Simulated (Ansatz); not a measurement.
# SiH2O (oxosilane): methods side by side

The species is SiH2O (4 atoms), meant as a singlet with charge 0. As SMILES, `O=[SiH2]`. Geometry: relaxed at PBE0-D4/def2-TZVP.

```xyz
4

O    -0.2832    0.4135    1.4695
Si   -0.0067    0.0098    0.0349
H     0.4399   -1.3460   -0.3762
H    -0.1500    0.9227   -1.1283
```

Each level gives the energy change with the O1–Si2 bond stretched from 1.516 to 1.895 Å (eV). The values are calculated.

| level | kind | program | value (eV) | less FCI/STO-3G |
| --- | --- | --- | --- | --- |
| HF/STO-3G (restricted) | Hartree–Fock | Ansatz | 2.29 | +1.17 |
| BLYP/STO-3G (restricted) | GGA | Ansatz | 1.31 | +0.19 |
| revPBE/STO-3G (restricted) | GGA | Ansatz | 1.32 | +0.20 |
| B3LYP/STO-3G (restricted) | global hybrid | Ansatz | 1.64 | +0.52 |
| r2SCAN0/STO-3G (restricted) | hybrid meta-GGA | Ansatz | 1.92 | +0.80 |
| RPA@PBE/STO-3G (restricted) | RPA | Ansatz | 1.08 | -0.04 |
| CCSD(T)/STO-3G (restricted) | coupled cluster or CI | Ansatz | 0.85 | -0.27 |
| CCSD/STO-3G (restricted) | coupled cluster or CI | Ansatz | 1.39 | +0.27 |
| FCI/STO-3G | exact in the basis | Ansatz | 1.12 | 0.00 |

FCI/STO-3G is exact within its basis and frozen core, so for wave-function methods in that basis the difference is their error; functionals converge differently with the basis, so for them it is only a difference. The first shape isn't each level's own minimum. The values span 0.85 to 2.29 eV. All rows use very small basis sets, so none should be taken for the real molecule's value.
